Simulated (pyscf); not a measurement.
Thermochemistry of product channels of `[NH2][SiH]([NH2])[I]` + `[SH2]` on the singlet surface, in kcal/mol, from ωB97M-D3(BJ)/def2-TZVP energies (ideal gas, 1 atm, RRHO with modes under 100 cm⁻¹ raised to 100, one conformer, R ln 2 for chiral ones without a mode under 150 cm⁻¹). Single points on ωB97X-D3(BJ)/def2-SVP structures (PySCF, gas phase).

```tsv
products	ΔE	ΔH(298 K)	ΔG(600 K)	ΔG(1200 K)
`[NH2][Si]([NH2])([SH])[I]` + `[H][H]`	-10.7	-12.1	-6.6	-3.0
`[NH2][SiH]([NH2])[SH]` + `[IH]`	+6.2	+5.5	+7.1	+8.0
```

These are energies of the channels, which say nothing of barriers. Elements past Kr carry the def2 core potentials, without spin-orbit coupling.
